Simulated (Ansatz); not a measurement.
Molecule: O$_{2}$, net charge -1, doublet state. 
Coordinates optimised at B3LYP-D3(BJ)/def2-TZVP (Ansatz, a first-principles code):
```
O
O 1 1.3474
```
Charge -1, spin multiplicity 2.

Total electronic energies in hartree. Valence correlation only, unless marked. UHF or UKS for open shells. No spin-orbit coupling. Non-relativistic. CBS marks a two-point X^-3 extrapolation of the correlation energy; Hartree-Fock from the larger set.

| level | program | energy (Eh) |
|---|---|---|
| RI-HF/def2-TZVPP | Ansatz | -149.64357 |
| MP2/6-31G | Ansatz | -149.76606 |
| MP2/cc-pVTZ | Ansatz | -150.09613 |
| MP2/def2-TZVPPD | Ansatz | -150.12619 |
| RI-MP2/aug-cc-pVTZ | Ansatz | -150.13157 |
| SCS-MP2/6-31G | Ansatz | -149.75542 |
| SCS-MP2/cc-pVDZ | Ansatz | -149.91355 |
| CCSD/6-31G | Ansatz | -149.76594 |
| CCSD(T)/CBS(aug-cc-pVTZ,aug-cc-pVQZ) | Ansatz | -150.2142 |

Totals of different functionals don't rank their quality; only differences between species are comparable.
